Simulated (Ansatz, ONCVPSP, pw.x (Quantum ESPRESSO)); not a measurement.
# Equation-of-state test of one ONCV potential (Ga (Z = 31))

```
Element                 : Ga
Generator               : ONCVPSP 4.0.1.1 (patched build)
Type                    : optimised norm-conserving Vanderbilt (ONCV)
Functional              : PBEsol
Relativity              : scalar-relativistic
Frozen core             : [Ar] 3d10
Valence charge          : 3
Reference configuration : 4s2 4p1
Partial waves           : 4s: rc 2.05 bohr, ncon 4, nbas 7, qcut 2.8 1/bohr, 2 projectors, debl 3.5 Ha; 4p: rc 2.60 bohr, ncon 4, nbas 7, qcut 2.7 1/bohr, 1 projector; d scattering state at 0.24 Ha: rc 2.45 bohr, ncon 4, nbas 7, qcut 3.4 1/bohr, 2 projectors, debl 2.8 Ha
Local potential         : polynomial inside 1.55 bohr (lpopt 5, dvloc0 1 Ha)
Core correction         : Teter function, fcfact 4.25, rcfact 1.15
```

Atomic tests: cutoffs needed: 21 Ha and 28 Ha (the cutoffs (Ha) at which the residual kinetic energy of the hardest occupied pseudo-wave falls to 1 and 0.1 mHa per electron); ghost test: no bound ghost flagged; GHOST(+) flagged for s at 135.7 eV; largest excitation error: -82 meV (all-electron minus pseudo) for 4s1 4p0, out of 4 test configurations.

Crystal test: diamond Ga in pw.x 7.5, no spin, 8³ k-points, Fermi–Dirac smearing 0.01 Ry, cutoffs 65/260 Ry. The reference is all-electron LAPW (Ansatz 0.2.0) with the same functional, mesh and smearing; V0 and B0 come from Birch–Murnaghan fits to the pressures at five volumes. Errors are pseudo minus all-electron; Δ is the rms difference of the E(V) curves that follow from these fits, minima aligned, over ±6 % about the mean V0. Mesh and smearing are coarse, so the numbers serve the comparison and aren't converged zero-temperature values; the lattice is a test structure that the element need not adopt.

All-electron: a0 = 5.761 Å (V0 = 23.90 Å³/atom), B0 = 43.7 GPa.

How far does the potential miss the all-electron equation of state?

mean pressure error (GPa): -0.58; a0 (Å): 5.736; a0 error (%): -0.44; B0 error (%): +0.4; Δ (meV/atom): 3.1. The largest radius (2.60 bohr) exceeds half the bond length (2.36 bohr), so the spheres overlap, which is one possible source of error among others.

```
V (Å³/atom)  P all-electron (GPa)  P pseudo (GPa)
     22.715                  2.51            1.80
     23.312                  1.16            0.53
     23.910                 -0.01           -0.58
     24.508                 -1.03           -1.54
     25.105                 -1.91           -2.38
```

At the middle volume, how do free energy and pressure move when the wave cutoff is lowered (ecutrho kept at four times it)?

| cutoff (Ry) | shift of F (meV/atom) | shift of P (GPa) |
| --- | --- | --- |
| 29 | +65.8 | -0.03 |
| 39 | +53.1 | -0.50 |
| 52 | +9.8 | -0.44 |

The run at the middle volume (29 k-points, 6 iterations) took about 16 s on one core of a shared host (Neoverse-N1, 64 threads, 124 GiB, load 38).
